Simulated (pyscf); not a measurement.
Single points on ωB97X-D3(BJ)/def2-SVP structures (PySCF, gas phase).

Estimate the classical barrier height and the reaction energy of H₃C–CH₂–CH₃ + HO–Zn–OH → H₃C–CH₂–Zn–OH + H₃C–OH at ωB97M-D3(BJ)/def2-TZVP. The step runs on the singlet surface, breaks C–C, O–Zn and forms C–Zn, C–O; take the separated reactants as zero.

ΔE‡ = 94.3 kcal/mol, ΔE = +26.3 kcal/mol. Zero-point energy shifts the barrier by -1.3 kcal/mol. It is a four-centre exchange, with an imaginary mode of 568i cm⁻¹. On the product side the descent ends in a bound adduct (not fully relaxed), 13.5 kcal/mol under the separated species and 82.3 kcal/mol under the saddle at ωB97X-D3(BJ)/def2-TZVP. This is the saddle that the search found; another between the same sides may lie lower. Elements up to Kr have no core potential and no relativistic terms here.
